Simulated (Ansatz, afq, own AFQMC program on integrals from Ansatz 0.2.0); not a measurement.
## CHB, singlet in 6-31G, levels against full CI

```xyz
3

B    -0.4877    0.0000    0.5404
C     0.4188    0.0000   -0.6094
H     0.2411    0.0000    1.4649
```

Connectivity, by distances: BH–C.

Basis 6-31G. Only valence electrons are correlated. Integrals, coupled cluster, full CI and functionals: Ansatz 0.2.0; the random walks run on the same integrals in our own AFQMC program. ph-AFQMC/CISD is guided by a CISD state made of CCSD amplitudes; releasing the constraint for a short imaginary time cuts its bias at the price of noise, slowly where states lie close. Error bars are statistical, one sigma.

Determinant: RHF, the one that the program's search chose, which needn't be the lowest solution. The geometry is a point of a scan.

Full CI on the same integrals is exact in this basis and with this determinant's frozen core.

Cautions: higher spins were not checked; restricted determinant unstable towards unrestricted (UHF 1.79 eV lower, ⟨S²⟩ 1.36); strong correlation (T1 0.109, weight of the determinant 0.72, largest double 0.19); (T) is large, 8 % of the CCSD correlation; the released energies are still falling, so no released level is given (meV from the phaseless value at times in 1/Eh: -11 ± 4 at 0.24, -23 ± 4 at 0.51, -35 ± 4 at 0.99, -43 ± 4 at 1.62, -58 ± 5 at 2.40); CCSDTQ on the UHF determinant differs (681 meV lower), perhaps since the unrestricted series falls towards higher spin.

- T1 diagnostic: 0.1092
- weight of the determinant in the CISD state: 0.724
- size of the correlated space: 8 electrons in 18 orbitals

Reference: full CI, correlation energy -5.015 eV. The cautions show a poor starting determinant, so the rows tell how each method copes with it here, and full CI is the sure value.

| level | E − E(reference) (mEh) | share of correlation (%) |
| --- | --- | --- |
| HF | 184.31 | 0.00 |
| MP2 | 50.04 | 72.85 |
| CCSD | 13.69 | 92.57 |
| CCSD(T) | 0.62 | 99.66 |
| CCSDT | 0.85 | 99.54 |
| CCSDT(Q) | -0.92 | 100.50 |
| CCSDTQ | 0.11 | 99.94 |
| ph-AFQMC/HF | 3.38 ± 0.82 | 98.16 |
| ph-AFQMC/CISD | 2.73 ± 0.14 | 98.52 |

CCSDT and higher add their correlation energy to the determinant of the CCSD(T) run, since their own runs factorise the integrals more tightly (a shift of under 2 meV). A walk keeps the symmetry of its determinant, which the program's search chose and which needn't be the lowest solution, so a lower state of the same spin and another symmetry isn't excluded.
